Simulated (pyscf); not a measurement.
## Four-centre exchange: H₃C–SiH₂–Cl + H₂ -> H₃C–SiH₂–Cl + H₂

Gas phase, singlet surface, charge 0. Bonds broken: Si2–H9, H7–H10. Bonds formed: Si2–H7, H9–H10. PySCF, gas phase, ωB97X-D3(BJ)/def2-SVP geometries.

Transition state (Å):

```xyz
10

C     -1.8531     0.5507    -0.5134
Si    -0.1678    -0.2050    -0.2399
Cl    -0.7200    -2.2351     0.1810
H     -2.2459     0.8887     0.4595
H     -2.5481    -0.1995    -0.9159
H     -1.7953     1.4229    -1.1805
H      0.4199    -0.2342     1.3901
H      0.9087    -0.4529    -1.2236
H      0.4905     1.3293     0.0141
H      0.5689     0.6218     0.9675
```

One imaginary mode, 1428i cm⁻¹; descent along it reached the two sides named.

```tsv
bond	change	reactant side (Å)	saddle	product side
Si2–H9	breaks	1.487	1.689	3.3
H7–H10	breaks	0.761	0.966	2.8
Si2–H7	forms	4.2	1.733	1.487
H9–H10	forms	3.0	1.190	0.760
```

Electronic energies relative to the separated reactants (eV):

| level | barrier | reaction energy | reverse barrier |
|---|---|---|---|
| ωB97X-D3(BJ)/def2-TZVP | 2.64 | 0.00 | 2.64 |
| PBE/def2-TZVP | 2.30 | 0.00 | 2.30 |
| r²SCAN/def2-TZVP | 2.42 | 0.00 | 2.42 |
| B3LYP-D3(BJ)/def2-TZVP | 2.59 | 0.00 | 2.59 |
| PBE0-D3(BJ)/def2-TZVP | 2.40 | 0.00 | 2.40 |
| M06-2X/def2-TZVP | 2.71 | 0.00 | 2.71 |
| ωB97M-D3(BJ)/def2-TZVP | 2.60 | 0.00 | 2.60 |
| HF/def2-TZVP | 3.35 | 0.00 | 3.35 |

With ωB97M-D3(BJ)/def2-TZVP energies and thermal terms (ideal gas, 1 atm, RRHO with modes under 100 cm⁻¹ raised to 100, one conformer, R ln 2 for chiral ones without a mode under 150 cm⁻¹), in eV:

```csv
T (K),ΔH‡,ΔG‡,ΔH,ΔG
298,2.64,3.00,0.00,0.00
600,2.59,3.39,0.00,0.00
900,2.58,3.79,0.00,0.00
1200,2.59,4.19,0.00,0.00
```

At the saddle there is also a short H–Si contact that neither side keeps. The same reactants have a lower exit, to H₃C–SiH₃ + HCl (barrier +2.32 eV at ωB97M-D3(BJ)/def2-TZVP, against +2.60 eV here). This is the saddle that the search found; another between the same sides may lie lower.
